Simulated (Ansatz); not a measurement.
A made-up structure of SiHS₂, doublet:

```
4
angstrom
Si -0.4265 1.4621 0.3906
S 0.6407 -0.1659 -0.3966
S -1.4510 -0.1690 -0.5818
H 1.1814 -1.0378 0.4962
```

It is relaxed with PBE-D4/def2-SVP and then PBE0-D4/def2-TZVP (Ansatz 0.2.0). Atoms count as bonded within 1.22 times the sum of their covalent radii (H–H: 0.88 Å). The end point is not checked to be a true minimum.

**Question.** Does its bonding change? (Judge from chemistry; the calculation decides.)

**Answer.** Computed: No: no bond forms or breaks.

Where it ends: The first stage lowers the energy by 0.56 eV in 8 steps. It ends as SiHS₂ ([Si]1[S][SH]1):
Si1  (-0.449, 1.541, 0.477)
S2  (0.722, -0.211, -0.556)
S3  (-1.329, -0.253, -0.528)
H4  (1.000, -0.988, 0.516)
(Å)

Labels in which every atom is bracketed show which atoms are joined, not bond orders.

For scale, one of the runs: PBE0-D4/def2-TZVP relaxation, 117 basis functions, launched by `ansatz run in.yaml --threads 2 --pin off --events-out ev --progress --plain --max-ram 4352MiB`. Hardware: 2 CPU threads of an Arm Neoverse V1, shared host. Wall time about 25 s.
